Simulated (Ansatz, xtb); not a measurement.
Relative energy of two structures of H2LiOSi+

Structure a: a singlet given by its coordinates. Structure b: a singlet given by its coordinates. Both are gas-phase species (loosely bound parts included), relaxed with r2SCAN-D4/def2-TZVP.

a (Å):

```
atom    x (Å)    y (Å)    z (Å)
  Li   0.2294   0.4837   0.2431
   O  -1.1593  -0.5770   0.6107
  Si  -2.3501  -1.4833   0.9356
   H   1.5561   1.1072  -1.2608
   H   1.1299   0.6171  -1.6326
```

Close contacts (Å): Li1–O2 1.79, O2–Si3 1.53, Li1–H4 2.10, Li1–H5 2.08, H4–H5 0.75.

b (Å):

| atom | x (Å) | y (Å) | z (Å) |
| --- | --- | --- | --- |
| Li | -1.3984 | -2.8051 | -1.2548 |
| O | -0.8357 | -3.1662 | 0.3654 |
| Si | -0.3424 | -3.4823 | 1.7850 |
| H | -0.1626 | -4.8743 | 2.2333 |
| H | -0.0348 | -2.4026 | 2.7392 |

Close contacts (Å): Li1–O2 1.75, O2–Si3 1.54, Si3–H4 1.47, Si3–H5 1.47.

Quicker runs give these differences E(b) − E(a): GFN2-xTB −84.6 kJ/mol; HF/STO-3G +4.8 kJ/mol (at GFN2-xTB geometries); r2SCAN-D4/def2-SVP −64.7 kJ/mol (at GFN2-xTB geometries).

**Question.** Estimate which is lower in electronic energy at CCSD(T)/def2-TZVPP, and by roughly how much.

**Answer.** The CCSD(T)/def2-TZVPP calculation puts structure b lower, by 16.5 kJ/mol.

How the difference moves with the method:

```tsv
level	geometry	E(b) − E(a) (kJ/mol)	departure from the last row (kJ/mol)	job, with rough time for the two
GFN2-xTB	GFN2-xTB	−84.6	−68.1	optimisation, 0.72 s
HF/STO-3G	GFN2-xTB	+4.8	+21.3	single point, 0.89 s
r2SCAN-D4/def2-SVP	GFN2-xTB	−64.7	−48.2	single point, 7.5 s
r2SCAN-D4/def2-TZVP	r2SCAN-D4/def2-TZVP	−41.4	−24.9	optimisation, 2.9 min
HF/def2-TZVPP	r2SCAN-D4/def2-TZVP	−38.4	−21.9	part of the CCSD(T) run
MP2/def2-TZVPP	r2SCAN-D4/def2-TZVP	−22.3	−5.8	part of the CCSD(T) run
CCSD(T)/def2-TZVPP	r2SCAN-D4/def2-TZVP	−16.5		single point, 43 s
```

HF/STO-3G puts the two in the other order. The largest departure from CCSD(T)/def2-TZVPP is that of GFN2-xTB, 68.1 kJ/mol.

With harmonic frequencies from r2SCAN-D4/def2-TZVP (ideal gas, rigid rotor, one conformer each, 298.15 K, 1 atm): on the last row, ΔE + ΔZPE = −7.4 kJ/mol. A mode under 50 cm⁻¹ makes harmonic enthalpies and free energies unreliable, so none is given.

The correlated steps freeze 6 core orbitals; the last core shell of Li is correlated, in a basis made for valence electrons. Codes used: Ansatz 0.2.0, xtb 6.7.1; the last row on 1 thread of AMD EPYC (Zen 3) on a shared host.
